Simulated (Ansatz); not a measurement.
This geometry of CH$_{7}$AlO (10 atoms, charge 0, multiplicity 1) is a first-order saddle point.

Computed with Ansatz, RKS PBE/def2-SVP.

```xyz
10
Properties=species:S:1:pos:R:3
Al 0.015 -0.227 0.077
C -0.049 -0.159 2.216
H -1.016 -0.203 2.756
H 0.762 -0.500 2.891
H 0.158 0.932 2.079
H 1.449 0.221 -0.459
H -1.374 0.314 -0.509
O -0.053 -2.108 0.441
H -0.886 -2.589 0.279
H -0.117 -1.430 1.444
```

Task: Which two structures does it join? (They come from a converged band through this point; their orientation in space is the band's.)

Result: Bonds broken: Al1–C2, O8–H10. Bonds formed: C2–H10. CH7AlO becomes AlH3O + CH4.

Image 0:

```xyz
10
Properties=species:S:1:pos:R:3
Al 0.048 -0.120 0.303
C 0.012 0.254 2.257
H -0.939 -0.041 2.754
H 0.850 -0.226 2.812
H 0.124 1.347 2.434
H 1.438 0.072 -0.485
H -1.328 0.083 -0.532
O -0.141 -2.180 0.387
H -0.989 -2.440 -0.026
H -0.186 -2.497 1.311
```

Image 8:

```xyz
10
Properties=species:S:1:pos:R:3
Al -0.038 -0.508 -0.344
C -0.022 -0.142 2.586
H -0.985 0.047 3.093
H 0.795 -0.225 3.327
H 0.204 0.711 1.914
H 1.421 0.106 -0.503
H -1.399 0.331 -0.441
O -0.083 -2.238 -0.253
H -0.920 -2.726 -0.198
H -0.085 -1.103 2.033
```

Task: How far does it lie above each of them?

Result: 12.1 kcal/mol above the first and 26.7 kcal/mol above the second. This is the barrier of this one path; another mechanism may lie lower. The orbitals stay closed-shell, which can raise the energy where a bond breaks towards radicals; this wasn't checked here.

Time of the run: 62 s on 2 threads of Arm Neoverse V2, on a shared host, peak memory 0.11 GiB.
